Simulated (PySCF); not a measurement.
**UCISD/STO-6G run of AlHOF (SMILES [O][AlH][F])**

Aim: the vertical ionisation energy of AlHOF at UCISD/STO-6G, from 2 runs. The job is set up through a Python script.

The results are computed with PySCF 2.14.0.

11 further runs of the same task are left out: 6 that didn't finish, 5 set aside as unsound or not needed.

## 1. The structure to begin with

The species is AlHOF (4 atoms), meant as a doublet with charge 0. As SMILES, `[O][AlH][F]`. The shape is that of a PBE0-D4/def2-TZVP optimisation.

Bond lengths: O1–Al2 1.731 Å, Al2–F3 1.641 Å, Al2–H4 1.564 Å. Angles: O1–Al2–F3 117.5°, O1–Al2–H4 119.2°, F3–Al2–H4 123.3°.

## 2. The energy at UCISD/STO-6G

The input, calc.py:

```python
from pyscf import gto, scf, ci

mol = gto.Mole()
mol.atom = 'O -0.128300 -1.061600 1.299400; Al 0.038200 0.026100 -0.037000; F -1.126500 -0.010300 -1.192200; H 1.272100 0.985600 -0.090400'
mol.max_memory = 1860
mol.charge = 0
mol.verbose = 3
mol.basis = 'sto-6g'
mol.spin = 1
mol.build()

hf = scf.UHF(mol)
hf.conv_tol = 1e-10
hf.kernel()
if not hf.converged:
    hf = hf.newton().run(hf.mo_coeff, hf.mo_occ)

cisd = ci.CISD(hf, frozen=7)
cisd.kernel()
etot = cisd.e_tot
print(f'total energy: {etot:.8f} hartree')
```

Started as:

```console
$ OMP_NUM_THREADS=1 python calc.py
```

Output:

```text
converged SCF energy = -415.121612403924  <S^2> = 0.75567704  2S+1 = 2.005669
E(UCISD) = -415.1934153478117  E_corr = -0.07180294388786587
total energy: -415.19341535 hartree
```

Run time: 0.99 s. Hardware: 1 thread of Arm Neoverse V1, shared host; peak memory 0.1 GiB.

## 3. The singlet cation at the same level

The input, input.xyz:

```xyz
4

O     -0.128300    -1.061600     1.299400
Al     0.038200     0.026100    -0.037000
F     -1.126500    -0.010300    -1.192200
H      1.272100     0.985600    -0.090400
```

The input, run.py:

```python
from pyscf import gto, scf, ci

mol = gto.M(
    atom='input.xyz',
    verbose=3,
    charge=1,
    max_memory=1860,
    basis='sto-6g',
)

mf = scf.RHF(mol)
mf.conv_tol = 1e-10
mf.kernel()
if not mf.converged:
    mf = mf.newton().run(mf.mo_coeff, mf.mo_occ)

cisd = ci.CISD(mf, frozen=7)
cisd.kernel()
e_final = cisd.e_tot
print('Final energy', e_final)
```

Started as:

```console
$ OMP_NUM_THREADS=1 python run.py
```

Output:

```text
converged SCF energy = -414.761422386814
E(RCISD) = -414.8703163861687  E_corr = -0.1088939993543021
Final energy -414.87031638616867
```

Run time: 1 s. Hardware: 1 thread of Arm Neoverse V1, shared host; peak memory 0.1 GiB.

## 4. Outcome

At UCISD/STO-6G, 7 core orbitals frozen:

| quantity | value |
| --- | --- |
| doublet AlHOF: total energy | -415.19342 Eh |
| doublet AlHOF: dipole moment (Hartree–Fock density) | 1.02 D |
| doublet AlHOF: HOMO energy (Hartree–Fock orbitals) (highest over α and β) | -8.54 eV |
| doublet AlHOF: LUMO energy (Hartree–Fock orbitals) (lowest over α and β) | 9.48 eV |
| doublet AlHOF: correlation energy (7 core orbitals frozen) | -71.8 mEh |
| doublet AlHOF: ⟨S²⟩ of the reference determinant | 0.756 |
| singlet cation: total energy | -414.87032 Eh |
| singlet cation: HOMO energy (Hartree–Fock orbitals) | -17.50 eV |
| singlet cation: LUMO energy (Hartree–Fock orbitals) | -7.49 eV |
| singlet cation: HOMO–LUMO gap (Hartree–Fock orbitals) | 10.02 eV |
| singlet cation: correlation energy (7 core orbitals frozen) | -108.9 mEh |
| vertical ionisation energy (to the singlet cation) | 8.792 eV |

What this shows: Removing an electron at fixed nuclei costs 8.79 eV (203 kcal/mol). Only the singlet of the ionised species was computed; a triplet could lie lower. In a minimal basis such a difference can be off by several eV, whatever the method. Mulliken charges (doublet AlHOF) of the mean-field density run from -0.40 on F3 to +1.04 on Al2. Mulliken charges (singlet cation) of the mean-field density run from -0.29 on F3 to +1.20 on Al2; they depend strongly on the basis.
